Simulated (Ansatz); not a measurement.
This Ansatz (an electronic-structure program) input (CCSD(T)/def2-TZVP) gives -200.68557 Eh with 74 basis functions.

Ansatz 0.2 input:
```yaml
crystal:
  periodic: [false, false, false]
  atoms:
    - {symbol: F, position_ang: [1.32373600, -0.09022600, -0.00000700]}
    - {symbol: H, position_ang: [1.74043700, 0.73339000, 0.00001300]}
    - {symbol: F, position_ang: [-1.45719500, 0.01925700, -0.00001100]}
    - {symbol: H, position_ang: [-0.53931000, -0.09466400, 0.00014500]}
basis:
  gaussian:
    orbitals: def2-TZVP
magnetization: {spin_polarized: false}
correlation: {method: ccsd_t, electrons: outside_noble_gas}
```

Change:
```diff
- orbitals: def2-TZVP
+ orbitals: 6-31G
```

Problem. What does the run give now?

Solution. -200.24130 Eh (CCSD(T)/6-31G, 22 functions), a change of +444.27 mEh.
